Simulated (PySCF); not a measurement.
# SH−: bond curves at several levels of theory

The task here is to estimate one member of a computed series from the others.

Program: PySCF 2.14.0. Level of theory: H aug-cc-pVDZ, S aug-cc-pV(D+d)Z, no relativity. These are calculated values, not measurements.

1 further run of the same task is left out (set aside as unsound or not needed).

Set-up of the first run:

A driver script around PySCF takes these settings:

```json
{
  "atoms": "H, S",
  "charge": "-1",
  "basis": "H aug-cc-pVDZ, S aug-cc-pV(D+d)Z",
  "Hamiltonian": "no relativity",
  "basis functions": "41",
  "electrons treated": "18",
  "masses in u": "1.0078, 31.9721",
  "levels": "PBE0, PBE, r²SCAN, PW91, M06-L, revPBE, HF, MP2, SCS-MP2, CCSD, CCSD(T)",
  "grid": "80 radial by 434 angular points",
  "occupations": "held fixed by the projection of orbital angular momentum",
  "dissociation limit": "H + S−, each in its ground configuration",
  "starting distance in angstrom": "1.405",
  "values of 2S to try": "0, 2"
}
```

The run is started by

```bash
OMP_NUM_THREADS=1 python dia.py task.json out
```

Among the steps run: Set-up; The PBE0 curve of the state that the search chose; PBE; r²SCAN; PW91 (GGA); M06-L (meta-GGA); revPBE (GGA); RHF; Correlated methods on the Hartree–Fock reference.

One table of the session follows, with a row left open; its other results are not shown here.

```
      level  Re (Å)  ωe (cm⁻¹)  De (eV)
        RHF   1.341       2783     2.82
    RHF-MP2   1.351       2709     3.83
RHF-SCS-MP2   1.353       2683     3.84
   RHF-CCSD   1.356       2651     3.81
RHF-CCSD(T)   1.358       2630     3.86
        PBE   1.365       2575     3.95
     revPBE   1.366       2566     3.86
       PW91   1.364       2575     3.96
     r²SCAN   1.355       2653     3.95
      M06-L   1.350       2692     3.99
       PBE0       ?          ?        ?
```

Q: Estimate the row for PBE0 from the others.

As computed: Re (Å): 1.354; ωe (cm⁻¹): 2671; De (eV): 3.91. In the column «Re (Å)» it lies between RHF-SCS-MP2 (1.353) and r²SCAN (1.355).
